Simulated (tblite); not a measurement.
Compound: hydroxide, HO (charge -1).
SMILES: `[OH-]`

Calculated harmonic vibrations of the isolated species, GFN2-xTB (tblite), most abundant isotopes, no scaling. The method is semi-empirical: single wavenumbers can be off by several per cent or more.

Harmonic wavenumbers (cm⁻¹): 3397.4.

B = 556341 MHz (linear); mass 17.003 u (most abundant isotopes); point group C∞v, symmetry number 1.

Problem. What is the zero-point energy?

Solution. ½Σν̃ = 1699 cm⁻¹ = 4.86 kcal/mol.

Problem. Entropy at 500 K, 1 bar (ideal gas, RRHO, classical rotation)?

Solution. Translation 37.03, rotation 7.81, vibration 0.00: S = 44.8 cal/(mol K).

Problem. And Cp and H(500 K) − H(0)?

Solution. Cp = 6.97 cal/(mol K), of which vibrations give 0.01 (their classical limit is 1 R = 2.0); H(500 K) − H(0) = 3.48 kcal/mol without the zero-point energy, 0.00 from vibrations.

Problem. What must be added to the electronic energy to get the Gibbs energy at 500 K and 1 bar?

Solution. ZPE + [H(500 K) − H(0)] − T·S = 4.86 + 3.48 − 22.42 = -14.08 kcal/mol.

Problem. How do the functions run with temperature in this model?

Solution. 
| T (K) | S (cal/(mol K)) | Cp (cal/(mol K)) | H − H(0) (kcal/mol) | G − H(0) (kcal/mol) | ln q(vib) |
| --- | --- | --- | --- | --- | --- |
| 250 | 40.0 | 7.0 | 1.74 | -8.27 | 0.00 |
| 298.15 | 41.2 | 7.0 | 2.07 | -10.22 | 0.00 |
| 400 | 43.3 | 7.0 | 2.78 | -14.53 | 0.00 |
| 600 | 46.1 | 7.0 | 4.18 | -23.49 | 0.00 |
| 900 | 49.0 | 7.2 | 6.30 | -37.78 | 0.00 |

q(vib) and H(0) count from the zero-point level.

Hardware: one thread, x86-64 server, no GPU (shared host). This covers the Hessian and the dipole derivatives.
